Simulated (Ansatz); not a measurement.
Barrier CH3 (SMILES [CH3]) + H2 via CH5, on the benchmark's geometries as Psi4's copy gives them; open shells unrestricted, no zero-point energy, no spin–orbit coupling.
Transition structure (charge 0, multiplicity 2):
| atom | x (Å) | y (Å) | z (Å) |
|---|---|---|---|
| C | 0.0000 | 0.2648 | 0.0000 |
| H | 1.0534 | 0.5167 | 0.0000 |
| H | -0.5266 | 0.5170 | 0.9123 |
| H | -0.5266 | 0.5170 | -0.9123 |
| H | -0.0003 | -1.1178 | 0.0000 |
| H | 0.0001 | -2.0218 | 0.0000 |

Codes used: Ansatz (Gaussian orbitals). Each number belongs to the level named beside it.

The barrier height (kcal/mol) and the share of exact exchange:

```
functional          exact exchange (%)  value
------------------  ------------------  -----
PBE/def2-TZVPPD                      0   3.79
PBE0/def2-TZVPPD                    25   6.91
BLYP/def2-TZVPPD                     0   7.08
B3LYP/def2-TZVPPD                   20   8.71
BHLYP/def2-TZVPPD                   50  11.78
r2SCAN/def2-TZVPPD                   0   7.59
```

Q: Take the value as linear in the share of exact exchange along PBE and PBE0. Give the slope, say whether the sign turns, and set the other functionals against that line.

A: 
Slope: (6.91 − (3.79))/2.5 = 1.25 kcal/mol for each 10 %. The line keeps its sign from 0 to 100 %. At 50 % it gives 10.0 kcal/mol. The LYP pair gives (11.78 − (7.08))/5 = 0.94 for each 10 %. BHLYP, at 50 %, lies 1.7 from the PBE line. B3LYP, at 20 %, lies 2.4 from the PBE line. r2SCAN, with none, stands 3.8 from PBE.

Ansatz is an electronic-structure program.
